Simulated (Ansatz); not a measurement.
Input for Ansatz (development build ahead of 0.2.0):

```yaml
crystal:
  periodic: [false, false, false]
  atoms:
    - { symbol: F, position_ang: [0.0, 0.0, -0.74328] }
    - { symbol: F, position_ang: [0.0, 0.0, 0.74328] }
basis:
  gaussian: { orbitals: def2-TZVP }
hamiltonian:
  xc: hf
```

The input is written out in the form of the current development build from the run's settings.

The run gave:

| Property | Result |
| --- | --- |
| Converged | yes |
| Total energy | -198.75142 hartree |
| Spin squared of the determinant | 0.000 |

Caution: in another basis set an unrestricted determinant lies well below.
